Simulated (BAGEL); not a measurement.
# One shape, several levels: SiH2 (SMILES [H][Si][H])

We compute a comparison of 5 runs (HF/STO-3G, HF/3-21G, HF/6-31+G*, B3LYP/6-31G*) of SiH2. 

The calculation is run with BAGEL 1.2.2.

8 further runs of the same task are left out: 2 that didn't finish, 6 set aside as unsound or not needed.

## (1) The structure to begin with

The species is SiH2 (3 atoms), meant as a singlet with charge 0. SMILES: `[H][Si][H]`. The coordinates come from a GFN2-xTB relaxation.

Bond lengths: Si1–H2 1.486 Å, Si1–H3 1.485 Å. Angles: H2–Si1–H3 97.1°.

## (2) A single-point energy at HF/STO-3G (run 1)

Input file calc.json:

```json
{ "bagel" : [

{
  "title" : "molecule",
  "basis" : "sto-3g",
  "df_basis" : "qzvpp-jkfit",
  "angstrom" : true,
  "geometry" : [
    { "atom" : "Si", "xyz" : [    0.005220,   -0.008160,   -0.655700 ] },
    { "atom" : "H", "xyz" : [    1.110230,   -0.020010,    0.337410 ] },
    { "atom" : "H", "xyz" : [   -1.115450,    0.028170,    0.318290 ] }
  ]
},
{ "title" : "hf", "df" : false },
{ "title" : "print", "file" : "orbitals.molden", "orbitals" : true }

]}
```

The run is started by

```sh
$ BAGEL_NUM_THREADS=1 BAGEL calc.json > calc.out
```

Output:

```text
* using 1 threads per process

  ===============================================================
  ===============================================================

  *** Geometry ***

  { "atom" : "Si", "xyz" : [      0.009864,     -0.015420,     -1.239093 ] },
  { "atom" : "H", "xyz" : [      2.098031,     -0.037813,      0.637612 ] },
  { "atom" : "H", "xyz" : [     -2.107895,      0.053234,      0.601481 ] },

  Number of auxiliary basis functions:      164

  Since a DF basis is specified, we compute 2- and 3-index integrals:
    o Being stored without compression. Storage requirement is 0.000 GB

  Number of basis functions:       11
  Number of electrons      :       16

    * METHOD: MOLECULE                             0.02

  *** RHF ***

  === Nuclear Repulsion ===
    10.2121888444

      * DIIS with orbital gradients will be used.

  === RHF iteration (sto-3g) ===
      0       -286.65804875          0.01129815           0.00
      1       -286.66469844          0.00152433           0.00
      2       -286.66482148          0.00030117           0.00
      3       -286.66483062          0.00005560           0.00
      4       -286.66483101          0.00000284           0.00
      5       -286.66483101          0.00000017           0.00
      6       -286.66483101          0.00000001           0.00
      7       -286.66483101          0.00000000           0.00
    * SCF iteration converged.

    * Permanent dipole moment:
           (    0.000606,    -0.000453,    -0.035855) a.u.

    * METHOD: HF                                   0.05

    * METHOD: PRINT                                0.00

  ===============================================================
```

Run time: 0.2 s. Hardware: 1 thread of Arm Neoverse V1, shared host.

## (3) The energy at HF/3-21G (run 2)

Input file input.json:

```json
{ "bagel" : [

{
  "title" : "molecule",
  "basis" : "3-21g",
  "df_basis" : "qzvpp-jkfit",
  "angstrom" : true,
  "geometry" : [
    { "atom" : "Si", "xyz" : [    0.005220,   -0.008160,   -0.655700 ] },
    { "atom" : "H", "xyz" : [    1.110230,   -0.020010,    0.337410 ] },
    { "atom" : "H", "xyz" : [   -1.115450,    0.028170,    0.318290 ] }
  ]
},
{
  "title" : "hf",
  "df" : false
},
{
  "title" : "print",
  "file" : "orbitals.molden",
  "orbitals" : true
}

]}
```

The run is started by

```sh
$ BAGEL_NUM_THREADS=1 BAGEL input.json > input.out
```

Output:

```text
* using 1 threads per process

  ===============================================================
  ===============================================================

  *** Geometry ***

  { "atom" : "Si", "xyz" : [      0.009864,     -0.015420,     -1.239093 ] },
  { "atom" : "H", "xyz" : [      2.098031,     -0.037813,      0.637612 ] },
  { "atom" : "H", "xyz" : [     -2.107895,      0.053234,      0.601481 ] },

  Number of auxiliary basis functions:      164

  Since a DF basis is specified, we compute 2- and 3-index integrals:
    o Being stored without compression. Storage requirement is 0.000 GB

  Number of basis functions:       17
  Number of electrons      :       16

    * METHOD: MOLECULE                             0.02

  *** RHF ***

  === Nuclear Repulsion ===
    10.2121888444

      * DIIS with orbital gradients will be used.

  === RHF iteration (3-21g) ===
      0       -288.46454831          0.01165974           0.00
      1       -288.48207069          0.00207855           0.00
      2       -288.48275117          0.00051675           0.00
      3       -288.48279758          0.00013536           0.00
      4       -288.48280065          0.00001320           0.00
      5       -288.48280069          0.00000105           0.00
      6       -288.48280069          0.00000015           0.00
      7       -288.48280069          0.00000004           0.00
      8       -288.48280069          0.00000000           0.00
    * SCF iteration converged.

    * Permanent dipole moment:
           (    0.003350,    -0.004447,    -0.356447) a.u.

    * METHOD: HF                                   0.06

    * METHOD: PRINT                                0.00

  ===============================================================
```

Wall time 0.22 s (1 thread of Arm Neoverse V1, shared host).

Runs 3 to 4 aren't shown in full; the table further down has their settings and results.

## (4) The energy at B3LYP/6-31G(d) (density fitting with qzvpp-jkfit, Cartesian functions) (run 5)

Input file calc.json:

```json
{ "bagel": [

{
  "title": "molecule",
  "basis": "6-31gs.json",
  "df_basis": "qzvpp-jkfit",
  "angstrom": false,
  "cartesian": true,
  "geometry": [
    { "atom": "Si", "xyz": [  0.00986437, -0.01542017, -1.23909342 ] },
    { "atom": "H", "xyz": [  2.09803064, -0.03781342,  0.63761249 ] },
    { "atom": "H", "xyz": [ -2.10789501,  0.05323358,  0.60148093 ] }
  ]
},
{ "title": "ks", "xc_func": "b3lyp" },
{ "title": "print", "file": "orbitals.molden", "orbitals": true }

]}
```

The basis set 6-31G* is read from a file made from the Basis Set Exchange's data (not shown).

The run is started by

```sh
$ BAGEL_NUM_THREADS=1 BAGEL calc.json > calc.out
```

Output:

```text
* using 1 threads per process

  ===============================================================
  ===============================================================

  Cartesian basis functions are used
  *** Geometry ***

  { "atom" : "Si", "xyz" : [      0.009864,     -0.015420,     -1.239093 ] },
  { "atom" : "H", "xyz" : [      2.098031,     -0.037813,      0.637612 ] },
  { "atom" : "H", "xyz" : [     -2.107895,      0.053234,      0.601481 ] },

  Number of auxiliary basis functions:      195

  Since a DF basis is specified, we compute 2- and 3-index integrals:
    o Being stored without compression. Storage requirement is 0.001 GB

  Number of basis functions:       23
  Number of electrons      :       16

    * METHOD: MOLECULE                             0.02

  *** Kohn-Sham DFT ***

    * Removing 2881 points whose weight is below 1.00e-10
    * Grid points: 41837

  === Nuclear Repulsion ===
    10.2121888363

       - DIIS with orbital gradients will be used.

  === KS iteration (b3lyp / 6-31gs.json) ===
      0       -285.75615963          0.10924443           0.04
      1       -289.81973501          0.08639123           0.03
      2       -290.38498509          0.04146010           0.03
      3       -290.60795952          0.00596299           0.03
      4       -290.61111468          0.00090393           0.03
      5       -290.61118996          0.00005426           0.03
      6       -290.61119028          0.00000288           0.03
      7       -290.61119028          0.00000065           0.03
      8       -290.61119028          0.00000027           0.03
      9       -290.61119028          0.00000002           0.03
     10       -290.61119028          0.00000001           0.03
    * SCF iteration converged.

    * Permanent dipole moment:
           (    0.002838,    -0.003720,    -0.298139) a.u.

    * METHOD: KS                                   0.40

    * METHOD: PRINT                                0.00

  ===============================================================
```

It took 0.56 s on 1 thread of Arm Neoverse V1, shared host.

## (5) All runs side by side

```csv
run,level,integral approximation,task,energy (Eh),dipole moment (D),HOMO energy (eV),LUMO energy (eV),wall time
1,HF/STO-3G,none,energy,-286.664831,0.09,-6.07,6.04,0.2 s
2,HF/3-21G,none,energy,-288.482801,0.91,-8.88,0.16,0.22 s
3,HF/6-31+G* (spherical functions),none,energy,-289.999281,0.66,-8.98,-0.04,0.5 s
4,"B3LYP/6-31G* (density fitting with qzvpp-jkfit, spherical functions)",qzvpp-jkfit,gradient,-290.609429,0.76,–,–,0.96 s
5,"B3LYP/6-31G* (density fitting with qzvpp-jkfit, Cartesian functions)",qzvpp-jkfit,energy,-290.611190,0.76,-6.35,-3.21,0.56 s
```

## (6) What came out

| quantity | value |
| --- | --- |
| run 5: total energy | -290.61119 Eh |
| run 5: dipole moment | 0.76 D |
| run 5: HOMO energy | -6.35 eV |
| run 5: LUMO energy | -3.21 eV |
| run 5: HOMO–LUMO gap | 3.14 eV |

In words: The dipole moment (its size) runs from 0.09 D (HF/STO-3G) to 0.91 D (HF/3-21G). Over runs 1, 2, 3, 5 the HOMO–LUMO gap runs from 3.14 eV (B3LYP/6-31G*) to 12.10 eV (HF/STO-3G). The two ends differ in method and basis. In run 1 the basis is minimal, so the values are rough. All runs together took 2.4 s, the longest 0.96 s.
